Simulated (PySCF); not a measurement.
## Cluster of ammonium and hydrogen fluoride (FH5N(+))

The system is a cluster of ammonium and hydrogen fluoride, charge +1, singlet.

Parts: 1 = ammonium ([NH4+]), atoms 1–5, charge +1; 2 = hydrogen fluoride (F), atoms 6–7.

```
atom  part    x (Å)    y (Å)    z (Å)
  N1     1  -0.0441  -0.0294   0.1143
  H2     1  -0.7361  -0.6264  -0.3419
  H3     1   0.1614   0.7707  -0.4874
  H4     1  -0.4199   0.3060   1.0034
  H5     1   0.8272  -0.5618   0.2863
  F6     2   2.4271  -1.1077   0.6604
  H7     2   2.9959  -1.8388   0.7227
```

In these coordinates H5···F6 is 1.731 Å. Part 2 is then moved rigidly along that line, all else held; at short range other atoms may come into contact.

The starting structure comes from a short search with a few starts; no frequency run checks that it is a minimum, and another way of binding may lie lower.

These are computed values: CCSD(T)/aug-cc-pVDZ and MP2/aug-cc-pVTZ, aug-cc-pVQZ counterpoise interaction energy, frozen core, gas phase (PySCF). Geometry: PBE0-D3(BJ)/def2-TZVPD.

Counterpoise energies in kcal/mol, cluster less the parts frozen as they stand in it; small is aug-cc-pVDZ, large aug-cc-pVQZ. Estimated limit: HF in aug-cc-pVQZ, MP2 correlation extrapolated as X⁻³ from aug-cc-pVTZ and aug-cc-pVQZ, and CCSD(T) less MP2 in aug-cc-pVDZ; it isn't the exact limit.

| H5···F6 (Å) | HF large | MP2 large | SCS-MP2 large | CCSD(T) small | CCSD(T) limit est. |
| --- | --- | --- | --- | --- | --- |
| 1.558 | -9.60 | -11.19 | -10.44 | -9.85 | -11.22 |
| 1.644 | -10.75 | -12.01 | -11.39 | -10.97 | -12.05 |
| 1.731 | ? | ? | ? | ? | ? |
| 1.818 | ? | ? | ? | ? | ? |
| 1.904 | -11.40 | -11.93 | -11.58 | -11.42 | -11.98 |
| 2.164 | -10.35 | -10.48 | -10.27 | -10.21 | -10.51 |
| 2.597 | -8.17 | -8.00 | -7.91 | -7.86 | -8.00 |
| 3.462 | -5.21 | -4.96 | -4.93 | -4.87 | -4.94 |

**Question.** Fill in the withheld rows.

**Answer.** 
| H5···F6 (Å) | HF large | MP2 large | SCS-MP2 large | CCSD(T) small | CCSD(T) limit est. |
| --- | --- | --- | --- | --- | --- |
| 1.731 | -11.32 | -12.29 | -11.78 | -11.47 | -12.34 |
| 1.818 | -11.49 | -12.22 | -11.80 | -11.58 | -12.27 |

The 8 runs took 12 min in all, one thread each of Arm Neoverse N1 on a shared host, launched as `OMP_NUM_THREADS=1 python cluster_run.py task.json out`.
